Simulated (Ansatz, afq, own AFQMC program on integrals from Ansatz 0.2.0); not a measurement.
BH⁻, doublet → BH⁻, quartet

```tsv
atom	x (Å)	y (Å)	z (Å)
B	0.0000	0.0000	0.0000
H	0.0000	0.0000	1.2628
```

E(quartet, charge -1) − E(doublet, charge -1) at this geometry, on ROHF and UHF determinants.

Basis aug-cc-pVDZ. Noble-gas cores (and the filled d shells of Ga–Kr and In–Xe) are frozen. AFQMC by an in-house program on the Cholesky factors that Ansatz 0.2.0 writes for its CCSD(T) run. ph-AFQMC/CISD is guided by a CISD state made of CCSD amplitudes; releasing the constraint for a short imaginary time cuts its bias at the price of noise, slowly where states lie close. Error bars are statistical, one sigma. The errors of all members are added in quadrature.

Full CI on the same integrals is exact in this basis and with this determinant's frozen core.

Errors are counted within aug-cc-pVDZ, not against nature.

Cautions: BH⁻ (doublet): a spin-contaminated unrestricted determinant lies lower (UHF 135 meV lower, ⟨S²⟩ 1.10), its ph-AFQMC/CISD value lies 19.9 ± 1.5 meV above full CI; BH⁻ (quartet): another spin lies lower, at this level and basis the anion state lies above a neutral one, the released energies have errors that jump between times, so the bars are unsure, so no released level is given (meV from the phaseless value at times in 1/Eh: -2.3 ± 1.5 at 0.24, 4 ± 8 at 0.51, -5.1 ± 0.9 at 0.99, -6.7 ± 0.8 at 1.62, -8.1 ± 1.0 at 2.40).

Reference (full CI): 18.4 kcal/mol.

| level | vertical spin gap (kcal/mol) | error against FCI (kcal/mol) |
| --- | --- | --- |
| HF | -0.5 | -18.8 |
| MP2 | 12.6 | -5.8 |
| CCSD | 17.4 | -0.9 |
| CCSD(T) | 18.1 | -0.2 |
| CCSDT | 18.3 | 0.0 |
| CCSDT(Q) | 18.4 | 0.0 |
| CCSDTQ | 18.4 | 0.0 |
| ph-AFQMC/HF | 18.4 ± 0.7 | 0.1 ± 0.7 |
| ph-AFQMC/CISD | 18.1 ± 0.05 | -0.2 ± 0.05 |

Correlation beyond CCSD(T) adds 0.2 kcal/mol. The perturbative (T) step is worth +0.7 kcal/mol.

CCSDT and higher add their correlation energy to the determinant of the CCSD(T) run, since their own runs factorise the integrals more tightly (a shift of under 2 meV). A walk keeps the symmetry of its determinant, which the program's search chose and which needn't be the lowest solution, so a lower state of the same spin and another symmetry isn't excluded.
